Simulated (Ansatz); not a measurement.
A made-up structure of CH3MgO, doublet:

```xyz
6
angstrom
C -1.1554 0.2972 -0.9976
Mg 0.3593 -0.0944 0.3117
O 1.6636 -0.4357 1.4449
H -1.0555 0.3271 -2.0844
H -2.1894 0.5086 -0.7181
H -0.4757 -0.4967 -0.8205
```

It is relaxed with PBE-D4/def2-SVP and then PBE0-D4/def2-TZVP (Ansatz 0.2.0). Atoms count as bonded within 1.22 times the sum of their covalent radii (H–H: 0.88 Å). The end point is not checked to be a true minimum.

**Question.** Does its bonding change? (A judgement: the text doesn't fix the answer.)

**Answer.** By the calculation: Yes. Formed: none; broken: Mg2–H6.

Where it ends: The first stage lowers the energy by 2.54 eV in 9 steps. It ends as CH₃MgO ([CH3][Mg][O]):
```json
{"atom": "C1", "x (Å)": "-1.0736", "y (Å)": "0.0483", "z (Å)": "-1.0106"}
{"atom": "Mg2", "x (Å)": "0.4714", "y (Å)": "-0.0258", "z (Å)": "0.3680"}
{"atom": "O3", "x (Å)": "1.8673", "y (Å)": "-0.1007", "z (Å)": "1.6113"}
{"atom": "H4", "x (Å)": "-0.7894", "y (Å)": "0.6139", "z (Å)": "-1.9028"}
{"atom": "H5", "x (Å)": "-1.9646", "y (Å)": "0.5245", "z (Å)": "-0.5910"}
{"atom": "H6", "x (Å)": "-1.3641", "y (Å)": "-0.9542", "z (Å)": "-1.3390"}
```

Labels in which every atom is bracketed show which atoms are joined, not bond orders.

For scale, one of the runs: PBE0-D4/def2-TZVP relaxation, 112 basis functions, launched by `ansatz run in.yaml --threads 2 --pin off --events-out ev --progress --plain --max-ram 4352MiB`. The run took about 110 s on 2 CPU threads of an Arm Neoverse V2 (shared host).
